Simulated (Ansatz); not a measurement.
# SO2F2 (sulfuryl fluoride): BCCD(T)/pc-1 (sfX2C)

Aim: the energy change on altering one bond length of SO2F2 (sulfuryl fluoride) at BCCD(T)/pc-1 (sfX2C), from 2 runs. 

Program for the calculation: Ansatz 0.2.0.

6 further runs of the same task are left out: 1 for a known fault of the program, 2 that didn't finish, 3 set aside as unsound or not needed.

### 1 The structure to begin with

The species is SO2F2 (5 atoms), meant as a singlet with charge 0. As SMILES, `O=S(=O)(F)F`. Geometry: relaxed at PBE0-D4/def2-TZVP.

Bond lengths: O1–S2 1.404 Å, S2–O3 1.404 Å, S2–F4 1.539 Å, S2–F5 1.539 Å. Angles: O1–S2–O3 124.9°, O1–S2–F4 108.1°, O1–S2–F5 108.1°, O3–S2–F4 108.1°, O3–S2–F5 108.1°, F4–S2–F5 95.6°.

### 2 Energy and gradient at BCCD(T)/pc-1 (sfX2C)

The input, in.yaml:

```yaml
crystal:
  periodic: [false, false, false]
  atoms:
    - {symbol: O, position_ang: [-0.388200, -0.151100, 1.421700]}
    - {symbol: S, position_ang: [0.070900, -0.096900, 0.095900]}
    - {symbol: O, position_ang: [1.129600, -0.862200, -0.418700]}
    - {symbol: F, position_ang: [-1.140900, -0.267600, -0.837400]}
    - {symbol: F, position_ang: [0.328600, 1.377800, -0.261400]}
basis:
  gaussian:
    orbitals: pc-1.json
output: {forces: true, orbitals: {seedname: orbitals}}
hamiltonian:
  pseudopotentials: {relativity: scalar}
correlation:
  method: bccd_t
  electrons: outside_noble_gas
```

The basis set pc-1 is read from a file made from the Basis Set Exchange's data (not shown).

The run is started by

```sh
$ ansatz run in.yaml --threads 1 --pin off --max-ram 2610MiB --events-out events.jsonl --progress --plain --runs-dir runs
```

The program printed, cut to the lines that bear on the results:

```text
Warning: RAYON_NUM_THREADS=1 ignored (pool sized by the plan → 1); use --threads N
Functional definition: HF
  name "HF"
[...]
702 factors; integrals over basis functions are off by at most 9.6e-4 eV
[...]
mean field -20330.90335999 eV, -747.1469176984 hartree, gradient 2.2e-6 eV, S^2 0.000000; 0 other end points of the search recorded, 0 dependent functions left out
9 core orbitals not correlated: weight in the atoms' cores, before any rotation towards them, 1.000 or more for the frozen orbitals, at most 0.000 for the correlated occupied ones
reference -20330.90335999 eV, -747.1469176984 hartree; 16, 16 occupied and 49, 49 virtual orbitals, 702 factors
second order -24.10120924 eV of doubles, -0.00000000 eV of singles
cycle   1  -23.14793302 eV  change    9.5e-1 eV  update   1.2e-1
[...]
cycle  10  -23.85166253 eV  change   -1.7e-5 eV  update   4.1e-6
perturbative correction -0.69755046 eV, -0.0256345066 hartree
[...]
Total energy: -20355.45257298 eV, -748.0490846357 hartree
Relativity: scalar
Atom 0 at    -0.388200    -0.151100     1.421700 Å, force    -0.893112    -0.048264     2.417253 eV/Å
Atom 1 at     0.070900    -0.096900     0.095900 Å, force     0.445272    -0.608188     0.607001 eV/Å
Atom 2 at     1.129600    -0.862200    -0.418700 Å, force     1.935585    -1.374572    -1.011890 eV/Å
Atom 3 at    -1.140900    -0.267600    -0.837400 Å, force    -1.827424    -0.197125    -1.431550 eV/Å
Atom 4 at     0.328600     1.377800    -0.261400 Å, force     0.339678     2.228149    -0.580813 eV/Å
Dipole moment:    -0.093848     0.128226    -0.127043 e Å
```

Run time: 22 s. Hardware: 1 thread of Arm Neoverse V2, shared host; peak memory 0.36 GiB.

### 3 The distorted shape, same level

The input, in.yaml:

```yaml
crystal:
  periodic: [false, false, false]
  atoms:
    - {symbol: O, position_ang: [0.460084, -0.031607, 2.075029]}
    - {symbol: S, position_ang: [0.919184, 0.022593, 0.749229]}
    - {symbol: O, position_ang: [1.977884, -0.742707, 0.234629]}
    - {symbol: F, position_ang: [-1.140900, -0.267600, -0.837400]}
    - {symbol: F, position_ang: [1.176884, 1.497293, 0.391929]}
basis:
  gaussian:
    orbitals: pc-1.json
output: {forces: true, orbitals: {seedname: orbitals}}
hamiltonian:
  pseudopotentials: {relativity: scalar}
correlation:
  method: bccd_t
  electrons: outside_noble_gas
```

The basis set pc-1 is read from a file made from the Basis Set Exchange's data (not shown).

The run is started by

```sh
$ ansatz run in.yaml --threads 1 --pin off --max-ram 2610MiB --events-out events.jsonl --progress --plain --runs-dir runs
```

The program printed, cut to the lines that bear on the results:

```text
Warning: RAYON_NUM_THREADS=1 ignored (pool sized by the plan → 1); use --threads N
[... 2 set-up lines as earlier in the session ...]
[...]
705 factors; integrals over basis functions are off by at most 1.1e-3 eV
[...]
mean field -20325.61648719 eV, -746.9526287067 hartree, gradient 2.7e-6 eV, S^2 0.000000; 0 other end points of the search recorded, 0 dependent functions left out; unrestricted orbitals would lower it
[...]
unrestricted determinant -20328.34555599 eV, -747.0529201350 hartree, S^2 0.9581
9 core orbitals not correlated: weight in the atoms' cores, before any rotation towards them, 1.000 or more for the frozen orbitals, at most 0.000 for the correlated occupied ones
reference -20325.61648719 eV, -746.9526287067 hartree; 16, 16 occupied and 49, 49 virtual orbitals, 705 factors
second order -25.99194209 eV of doubles, -0.00000000 eV of singles
cycle   1  -24.25947624 eV  change    3.1e-1 eV  update   1.6e-1
[...]
cycle  34  -25.30205922 eV  change   -6.1e-7 eV  update   1.1e-6
perturbative correction -1.21265229 eV, -0.0445641497 hartree
WARN: these amplitudes may be one of several solutions (largest doubles amplitude 0.27, level shift 3.50 eV)
[...]
Total energy: -20352.13119871 eV, -747.9270263825 hartree
Relativity: scalar
Atom 0 at     0.460084    -0.031607     2.075029 Å, force    -1.435560    -0.103697     3.503660 eV/Å
Atom 1 at     0.919184     0.022593     0.749229 Å, force    -3.444066    -0.843143    -2.510271 eV/Å
Atom 2 at     1.977884    -0.742707     0.234629 Å, force     2.757101    -2.068854    -1.578426 eV/Å
Atom 3 at    -1.140900    -0.267600    -0.837400 Å, force     1.773341     0.287486     1.351128 eV/Å
Atom 4 at     1.176884     1.497293     0.391929 Å, force     0.349184     2.728208    -0.766090 eV/Å
Dipole moment:     0.192840     0.143039     0.103688 e Å
```

Run time: 48 s. Hardware: 1 thread of Arm Neoverse V2, shared host; peak memory 0.46 GiB.

### 4 What came out

At BCCD(T)/pc-1 (sfX2C), 9 core orbitals frozen:

| quantity | value |
| --- | --- |
| first shape: total energy | -748.04908 Eh |
| first shape: dipole moment (correlated density) | 0.98 D |
| first shape: HOMO energy (Hartree–Fock orbitals) | -15.22 eV |
| first shape: LUMO energy (Hartree–Fock orbitals) | 5.27 eV |
| first shape: HOMO–LUMO gap (Hartree–Fock orbitals) | 20.48 eV |
| first shape: correlation energy (9 core orbitals frozen) | -902.2 mEh |
| first shape: (T) correction | -25.63 mEh |
| first shape: largest force on an atom | 2.581 eV/Å |
| distorted shape: total energy | -747.92703 Eh |
| distorted shape: dipole moment (correlated density) | 1.26 D |
| distorted shape: HOMO energy (Hartree–Fock orbitals) | -12.98 eV |
| distorted shape: LUMO energy (Hartree–Fock orbitals) | -3.50 eV |
| distorted shape: HOMO–LUMO gap (Hartree–Fock orbitals) | 9.48 eV |
| distorted shape: correlation energy (9 core orbitals frozen) | -974.4 mEh |
| distorted shape: (T) correction | -44.56 mEh |
| distorted shape: largest force on an atom | 4.344 eV/Å |
| energy change with the S2–F4 bond stretched from 1.539 to 2.616 Å | 3.321 eV |

**Reading.** With the S2–F4 bond stretched from 1.539 to 2.616 Å the energy rises by 3.32 eV (320 kJ/mol). The first shape isn't relaxed at this level, so the change isn't measured from a minimum. A restricted reference can't describe the breaking bond well at this length. The largest force (first shape) is 2.58 eV/Å: the shape isn't a stationary point for this species at this level. The triples (first shape) make up 2.8 % of the correlation energy. The restricted solution (distorted shape) is unstable to spin breaking: an unrestricted one lies lower. Mulliken charges (distorted shape) run from -0.43 on O1 to +1.34 on S2. The triples (distorted shape) make up 4.6 % of the correlation energy.
